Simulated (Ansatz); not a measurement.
## Worked example: GaH2, doublet against GaH2⁻, triplet

Geometry (PBE0/def2-TZVPD stationary point of a triplet), kept for both states (GaH2⁻, triplet: B1; GaH2, doublet: A1):

```yaml
atoms:
  - { symbol: Ga, position_ang: [0.0000, -0.0224, 0.0000] }
  - { symbol: H, position_ang: [0.0000, 0.7758, -1.3990] }
  - { symbol: H, position_ang: [0.0000, 0.7758, 1.3990] }
```

Basis aug-cc-pVDZ; Ansatz 0.2.0. Correlated methods freeze the noble-gas cores and the filled d shells of p-block atoms. Prefix R: restricted or restricted open-shell reference; prefix U: unrestricted. No spin–orbit coupling is included, and no scalar relativity.

Full CI isn't at hand for all of this; UCCSDT(Q) serves as the reference, and is uncertain by the last step of the cluster series or more.

The highest occupied Kohn–Sham level of the anion is positive, up to +1.55 eV, so in those functionals the extra electron is held by the basis alone, which enters their differences from the reference.

```
    level  E(GaH2⁻, triplet) (hartree)  E(GaH2, doublet) (hartree)
      UHF                 -1924.326847                -1924.327120
     UMP2                 -1924.395693                -1924.385171
 UCCSD(T)                 -1924.419063                -1924.406184
      PBE                 -1925.672290                -1925.654427
   r2SCAN                 -1925.957587                -1925.938154
UCCSDT(Q)                 -1924.419824                -1924.406694
```

**Question.** Give the vertical gap, GaH2 doublet less GaH2⁻ triplet, at each level in eV (1 hartree = 27.2114 eV), and each error against UCCSDT(Q).

**Answer.** UCCSDT(Q): (-1924.406694 − (-1924.419824)) × 27.2114 = 0.357 eV (the reference)
r2SCAN: (-1925.938154 − (-1925.957587)) × 27.2114 = 0.529 eV, error 0.172 eV
PBE: (-1925.654427 − (-1925.672290)) × 27.2114 = 0.486 eV, error 0.129 eV
UCCSD(T): (-1924.406184 − (-1924.419063)) × 27.2114 = 0.350 eV, error -0.007 eV
UMP2: (-1924.385171 − (-1924.395693)) × 27.2114 = 0.286 eV, error -0.071 eV
UHF: (-1924.327120 − (-1924.326847)) × 27.2114 = -0.007 eV, error -0.364 eV

Total energies of functionals can't be set beside those of wave-function methods, since they hold the core's correlation and their own absolute errors; only the differences compare.

In so small a basis the reference is far from its limit while semilocal and hybrid functionals are nearer theirs, so the functionals' errors here hold much of the reference's basis and frozen-core error, which can add to them or hide them.

Each level lands on the state that its own search finds. T1 diagnostics of restricted CCSD: 0.023 and 0.021.
